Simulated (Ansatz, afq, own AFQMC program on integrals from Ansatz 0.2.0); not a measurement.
Integrals from Ansatz 0.2.0, then the random walk in our own AFQMC program (afq).

```yaml
crystal:
  periodic: [false, false, false]
  atoms:
    - {symbol: Si, position_ang: [0.000000, 0.000000, 1.481442]}
    - {symbol: C, position_ang: [0.000000, 0.000000, -0.201009]}
    - {symbol: H, position_ang: [0.000000, 0.000000, -1.280432]}
basis:
  gaussian: {orbitals: cc-pVDZ}
magnetization: {spin_polarized: true, initial_magnetization: 3}
correlation: {method: ccsd_t, electrons: outside_noble_gas, hamiltonian_folder: ham}
```

```sh
$ ansatz run in.yaml --threads 1 --pin off --events-out ev --progress --plain --max-ram 24576MiB --backend cuda --devices 0, --max-vram 18GiB
```

Options of the walk:

```
--method phaseless --trial cid --walkers 2 --populations 1 --least-time 40 --time-step 0.04 --steps-per-block 50 --equilibration-blocks 2 --max-blocks 20 --target-error 0.00072 --factor-cut 1e-05 --start spin_pure --seed 4697 --release-times 0.3,0.6,0.9,1.2 --release-step 0.1 --release-every 1 --taylor-order 8
```

Times are imaginary, in 1/Eh. The walk had a cap of 60 s.

```
orbitals 31  electrons 6 3  factors 228 of 362
reference energy -327.19188589 Eh
CCSD correlation -0.17257807 Eh in 11 cycles, weight of the determinant in the CISD state 0.8951
energy of the start -327.368973 Eh
 block  time / (1/Eh)  mean weight  energy / Eh
     1     2.000  0.9698  -327.361306
     2     4.000  0.9475  -327.366493
     3     6.000  0.9538  -327.370257
     4     8.000  0.9085  -327.369084
     5    10.000  0.9182  -327.368693
     6    12.000  0.9868  -327.364489
     7    14.000  0.9877  -327.366748
     8    16.000  1.0406  -327.363827
     9    18.000  0.9636  -327.365831
    10    20.000  0.9178  -327.381330
    11    22.000  1.0281  -327.360809
    12    24.000  1.0191  -327.360597
    13    26.000  1.0170  -327.373117
    14    28.000  0.9918  -327.370052
    15    30.000  1.0518  -327.365287
    16    32.000  0.9254  -327.369324
    17    34.000  1.0904  -327.370448
    18    36.000  1.0212  -327.375060
    19    38.000  1.0323  -327.373058
    20    40.000  0.9306  -327.373583
    21    42.000  1.0670  -327.332804
    22    44.000  0.9212  -327.385071
blocks merged  error / Eh  count
     1  0.002340  20
     2  0.001766  10
released: time / (1/Eh)  energy / Eh  error  mean overlap
  0.30  -327.367318  0.002429  0.9378
  0.60  -327.366859  0.002304  1.0272
  0.90  -327.368777  0.002147  1.0274
  1.20  -327.369677  0.002879  1.0287
energy -327.367697 +/- 0.002340 Eh
```

The run failed at least one of its tests; the cautions name the faults.

Against this walk (error 63.7 meV) on the same determinant: CCSD(T) 25.0 meV lower (within the noise), CCSDT(Q) 57.9 meV lower (within the noise), CCSDTQ 58.6 meV lower (within the noise), a separate phaseless walk with a CISD trial and standard settings 51.1 ± 63.7 meV lower (within the noise). The error is statistical and leaves out the bias of the constraint.

A setting was made bad on purpose (too few walkers), so the walk's energy isn't to be trusted.

Cautions: constraint bias not in the error; error not settled; error above the target (63.7 against 19.6 meV); another spin lies lower (by 2.97 eV); so few walkers bias the energy; the time-step error isn't removed.

CCSDT and higher add their correlation energy to the determinant of the CCSD(T) run, since their own runs factorise the integrals more tightly (a shift of under 2 meV). A walk keeps the symmetry of its determinant, which the program's search chose and which needn't be the lowest solution, so a lower state of the same spin and another symmetry isn't excluded.
